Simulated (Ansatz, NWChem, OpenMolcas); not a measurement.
**How basis sets differ on ClF (SMILES FCl)**

The species is ClF (2 atoms), meant as a singlet with charge 0. SMILES: `FCl`. The shape is that of a PBE0-D4/def2-TZVP optimisation.

```xyz
2

F     0.0000    0.0000    0.0313
Cl    0.0000    0.0000    1.6510
```

Each level gives the HOMO–LUMO gap (eV). The values are calculated.

| level | kind | program | value (eV) |
| --- | --- | --- | --- |
| HF/ANO-R0 (sfX2C) | Hartree–Fock | OpenMolcas | 17.87 |
| HF/ANO-XS-MB (DKH2) | Hartree–Fock | OpenMolcas | 15.85 |
| HF/STO-3G | Hartree–Fock | Ansatz | 18.45 |
| HF/3-21G | Hartree–Fock | Ansatz | 15.91 |
| HF/ANO-R1 (sfX2C) | Hartree–Fock | OpenMolcas | 15.32 |
| HF/cc-pVDZ-DK (DKH2) | Hartree–Fock | OpenMolcas | 15.44 |
| HF/def2-SVP | Hartree–Fock | NWChem | 15.71 |
| HF/cc-pVTZ | Hartree–Fock | OpenMolcas | 15.23 |

The values span 15.23 to 18.45 eV. A Hartree–Fock LUMO above zero doesn't converge with the basis: it sinks as sets grow more diffuse. Orbital gaps aren't excitation energies.
